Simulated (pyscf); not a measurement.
Structures and frequencies: ωB97X-D3(BJ)/def2-SVP in PySCF.

H₂P–GaH–PH₂ + silane (SiH₄) → H₃Si–PH–GaH–PH₂ + hydrogen (H₂)
Surface: singlet. Broken: H–P, H–Si. Formed: P–Si, H–H. Give ΔE‡ and ΔE from ωB97M-D3(BJ)/def2-TZVP, relative to the separated reactants.

ΔE‡ = 267.0 kJ/mol, ΔE = -5.5 kJ/mol. Zero-point energy shifts the barrier by -1.7 kJ/mol. It is a four-centre exchange, with an imaginary mode of 1489i cm⁻¹. At the saddle there is also a short H–Si contact that neither side keeps. This is the saddle that the search found; another between the same sides may lie lower. Elements up to Kr have no core potential and no relativistic terms here.
